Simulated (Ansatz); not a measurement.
Consider the formal hydrolysis of a B–B bond: `BB` + H₂O → `BO` + BH₃.

Isolated molecules relaxed with PBE0-D4/def2-TZVP in Ansatz; ΔE leaves out vibrations. CCSD(T)/CBS adds triple-zeta CCSD(T) − MP2 to the extrapolated MP2 energy (def2 sets, frozen cores). This one scheme is used for every species. DFT in def2-TZVPP.

| level | ΔE (eV) |
| --- | --- |
| r2SCANh | -1.40 |
| r2SCAN0 | -1.42 |
| CCSD(T)/def2-TZVPP | -1.51 |
| CCSD/CBS(def2) | -1.44 |

(1) What does CCSD(T)/CBS give? (Best estimate.)

Largest T1 diagnostic among the species: 0.014.

Answers

(1) Computed: -1.45 eV. The listed levels differ from it by 0.05, 0.03, -0.06, 0.01 eV.

At CCSD(T), def2-SVP lies −0.34 eV from the extrapolated value and def2-TZVPP −0.06 eV. From PBE to PBE0 (25 % exact exchange), in def2-TZVPP and without D4, ΔE moves by −0.04 eV.
